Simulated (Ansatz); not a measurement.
Si2H6⁺, that is Si(SiH3)H3 with one electron fewer. The state is a doublet with charge 1. Geometry PBE-D4/def2-TZVP, that of the neutral singlet; atoms count from 1.

```xyz
8

Si    0.883   -0.297    0.713
Si   -0.883    0.297   -0.713
H    -1.755   -0.889   -0.982
H    -0.351    0.803   -2.017
H    -1.717    1.371   -0.088
H     1.702   -1.389    0.100
H     0.352   -0.779    2.026
H     1.770    0.883    0.961
```

Estimate the Mulliken populations from the PBE0/def2-TZVP orbitals of Ansatz.


```csv
atom,charge (e),spin (α − β)
Si1,0.14,0.38
Si2,0.14,0.38
H3,0.12,0.04
H4,0.12,0.04
H5,0.12,0.04
H6,0.12,0.04
H7,0.12,0.04
H8,0.12,0.04
```
Mulliken values depend strongly on the basis.

Where does the spin sit?

Summed by element: Si 0.76, H 0.24, of 1 unpaired in all. Largest on single atoms: Si1 0.38, Si2 0.38, H5 0.04.

And the Mayer bond orders between heavy atoms (over 0.3)?

Si1–Si2 0.61 (2.35 Å).
